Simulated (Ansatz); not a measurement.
# CHCl2F: the cost of one run

Method: DFT PBE0, Gaussian basis def2-TZVP, and further levels as typed in the inputs, in Ansatz 0.2.0.

### Step 1. The starting structure

Bond lengths: F1–C2 1.358 Å, C2–Cl3 1.767 Å, C2–Cl4 1.767 Å, C2–H5 1.093 Å. Angles: F1–C2–Cl3 109.5°, F1–C2–Cl4 109.5°, F1–C2–H5 108.5°, Cl3–C2–Cl4 111.2°, Cl3–C2–H5 109.1°, Cl4–C2–H5 109.1°.

Coordinates:

```xyz
5

F    -0.0318    1.1935   -0.7240
C    -0.0069    0.0943    0.0736
Cl    1.5035   -0.7860   -0.1841
Cl   -1.4080   -0.9223   -0.2811
H    -0.0569    0.4205    1.1157
```

### Step 2. Relaxing the atoms: CHCl2F

input.yaml reads:

```yaml
relax:
  f_tol: 0.001
  max_steps: 200
crystal:
  periodic: [false, false, false]
  atoms:
    - { symbol: F, position_ang: [-0.03177, 1.19348, -0.72398] }
    - { symbol: C, position_ang: [-0.00687, 0.09434, 0.07355] }
    - { symbol: Cl, position_ang: [1.50348, -0.786, -0.18411] }
    - { symbol: Cl, position_ang: [-1.40798, -0.92234, -0.28111] }
    - { symbol: H, position_ang: [-0.05686, 0.42052, 1.11566] }
basis:
  gaussian: { orbitals: def2-TZVP }
hamiltonian:
  xc: pbe0
scf:
  lower_state_search: light
```

Command:

```bash
> ansatz run input.yaml --threads 4 --pin off --max-ram 14336MiB --backend cpu --events-out ev --progress --plain --runs-dir out
```

**Question.** How long does this run take on 4 threads of AMD EPYC 9R14 (Zen 4), shared host, and how much memory does it need?

About 8 s, with a peak of 0.31 GiB.
